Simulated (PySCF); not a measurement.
Identify the unknown among the candidates.

* Rotational structure: rotational constants A, B, C: 6.969, 1.502, 1.243 GHz [PBE0-D3(BJ)/def2-SVP]
* NMR, other nuclei: isotropic shieldings of nuclei other than C and H, by class: 268 (1 S), 573 (1 S) ppm [GIAO PBE0/pcSseg-1]
* Dipole: 1.37 D [PBE0/pcSseg-1]
* 1H NMR: chemical shifts (computed TMS as zero) by class: 7.17 (1 H), 7.12 (1 H), 7.04 (1 H), 3.37 (1 H) ppm [GIAO PBE0/pcSseg-1]
* 13C NMR: chemical shifts (computed TMS as zero) by class: 137.9 (1 C), 135.6 (1 C), 133.5 (1 C), 130.5 (1 C) ppm [GIAO PBE0/pcSseg-1]

The electronic properties come from PySCF, for the isolated species, density fitting. Levels stand in brackets. Geometry: PBE0-D3(BJ)/def2-SVP, one conformer, isolated molecule. NMR classes are plain means over equivalent atoms (diastereotopic ones count apart unless rotation or inversion swaps them), as if these changed places fast.

Question: Which candidate is it?
A. `Sc1ccsc1`
B. `c1ccsc1`
C. `Sc1ccccc1`
D. `Sc1cccs1`

Answer: A. It is `Sc1ccsc1`. Numbering: `[SH:1][c:2]1[cH:3][cH:4][s:5][cH:6]1`. Its formula, C4H4S2, gives 3 degrees of unsaturation: 1 ring and 2 π bonds in the structure found (Kekulé form). 4 carbons fall into 4 classes; from least to most shielded: aromatic CH carbon [C3] (137.9 ppm), aromatic CH next to a ring sulfur [C6] (135.6 ppm), aromatic CH next to a ring sulfur [C4] (133.5 ppm), substituted aromatic carbon [C2] (130.5 ppm). Hydrogen classes from least to most shielded: 1 H on an aromatic CH next to a ring sulfur, C6 (7.17 ppm), 1 H on an aromatic CH next to a ring sulfur, C4 (7.12 ppm), 1 H on an aromatic CH carbon, C3 (7.04 ppm), 1 H on a thiol sulfur, S1 (3.37 ppm). The other shieldings belong to: 268 ppm, thiophene-type sulfur [S5]; 573 ppm, thiol sulfur [S1]. By its constants the optimised geometry is an asymmetric top.

The others, at the same levels:
- `Sc1cccs1` fails: its computed 13C shifts are 142.9 (1 C), 139.7 (1 C), 135.9 (1 C), 131.6 (1 C) ppm, rotational constant A is 5.319 GHz (against 6.969 GHz) and smallest rotational constant is 1.386 GHz (against 1.243 GHz).
- `c1ccsc1` fails: it has 2 carbon classes against 4; its computed 13C shifts are 132.8 (2 C), 131.4 (2 C) ppm, 1H shifts are 7.19 (2 H), 7.17 (2 H) ppm and rotational constant A is 8.045 GHz (against 6.969 GHz).
- `Sc1ccccc1` fails: it has 6 hydrogens where the 1H data count 4; its computed 13C shifts are 142.7 (1 C), 134.5 (2 C), 130.9 (2 C), 128.7 (1 C) ppm, 1H shifts are 7.27 (2 H), 7.11 (2 H), 7.07 (1 H), 3.53 (1 H) ppm and rotational constant A is 5.601 GHz (against 6.969 GHz).

Each candidate is one conformer, not necessarily the lowest. Dipoles, sizes and rotational constants follow the conformer. The torsions of the flexible species, by atom-mapped SMILES:
- `[SH:1][c:2]1[cH:3][cH:4][s:5][cH:6]1`: H–S1–C2–C3 60°
- `[SH:1][c:2]1[cH:3][cH:4][cH:5][s:6]1`: H–S1–C2–C3 -105°
- `[SH:1][c:2]1[cH:3][cH:4][cH:5][cH:6][cH:7]1`: H–S1–C2–C3 179°
